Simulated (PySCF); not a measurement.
bicarbonate, CHO3 (charge -1), SMILES O=C([O-])O, point group Cs.

Level: B3LYP/pcSseg-1 in PySCF (density fitting, grid level 2); geometry and Hessian at that level, cubic constants and property derivatives from steps of ±0.6 along each species' dimensionless normal coordinates, second-order vibrational perturbation theory. The parent has the commonest isotopes.

Equilibrium geometry (Å):

| atom | x | y | z |
| --- | --- | --- | --- |
| O1 | -0.4109 | 1.2477 | 0.0339 |
| C2 | -0.4045 | 0.0444 | -0.3062 |
| O3 | -1.2032 | -0.6554 | -0.9353 |
| O4 | 0.7867 | -0.6654 | 0.1315 |
| H5 | 1.2664 | 0.0402 | 0.5909 |

Question: How much do zero-point and thermal motion change the parent's shieldings?

Answer: 
| atom | σe (ppm) | anharmonic part, 0 K | harmonic part, 0 K | Δσ at 0 K | Δσ at 100 K | Δσ at 400 K |
| --- | --- | --- | --- | --- | --- | --- |
| O1 | 91.95 | -3.26 | -6.60 | -9.86 | -9.94 | -11.00 |
| C2 | 17.93 | -0.90 | -0.80 | -1.70 | -1.72 | -1.85 |
| O3 | 100.42 | -4.87 | -4.91 | -9.78 | -9.88 | -11.61 |
| O4 | 134.42 | -0.60 | -13.51 | -14.11 | -14.17 | -14.64 |
| H5 | 28.93 | 0.21 | -0.62 | -0.42 | -0.41 | -0.41 |

Question: And the bond lengths, in the parent and with ¹³C at 2?

Answer: 
| bond | re (Å) | ⟨r⟩ at 0 K | between mean positions | ⟨r⟩, labelled |
| --- | --- | --- | --- | --- |
| O1–C2 | 1.2505 | 1.2549 | 1.2530 | 1.2548 |
| C2–O3 | 1.2342 | 1.2390 | 1.2371 | 1.2389 |
| C2–O4 | 1.4541 | 1.4691 | 1.4677 | 1.4689 |
| O4–H5 | 0.9691 | 0.9898 | 0.9652 | 0.9898 |

Internal rotors are held in one well.

The study (163 SCF points, 73 basis functions) took 7.3 min on 1 thread of Arm Neoverse V1, on a host shared with other jobs (rough), peak memory 0.41 GiB, launched as `OMP_NUM_THREADS=1 python ens_run.py task.json out`.
